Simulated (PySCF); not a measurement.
**Vibration and rotation of BN**

PBE constants of BN, ³Π (triplet), unpaired electrons σ ↑, π ↑ (B def2-TZVPPD, N def2-TZVPPD; no relativity (PySCF 2.14); masses 11.0093 and 14.0031 u):

* ωe: 1512.3 cm⁻¹
* ωexe: 11.5 cm⁻¹
* Be: 1.5392 cm⁻¹
* αe: 0.0164 cm⁻¹
* D (centrifugal): 6.38e-06 cm⁻¹
* De to B + N: 5.31 eV

Problem. Give the vibrational terms G(v) and spacings up to v = 6.

Solution. G(v) = ωe(v+½) − ωexe(v+½)².

```
v  G(v) (cm⁻¹)  G(v) − G(v−1)  Bv (cm⁻¹)
0        753.3                     1.531
1       2242.6         1489.3      1.515
2       3708.9         1466.3      1.498
3       5152.2         1443.3      1.482
4       6572.5         1420.3      1.465
5       7969.8         1397.3      1.449
6       9344.1         1374.3      1.433
```

Problem. How well does the Morse estimate ωe²/(4ωexe) reproduce De, and what is D0?

Solution. It gives 6.16 eV, 116 % of the computed De. D0 = De − G(0) = 5.31 − 0.09 = 5.22 eV.

The state is the lowest determinant that a PBE0 search found; another state may lie lower at other levels.
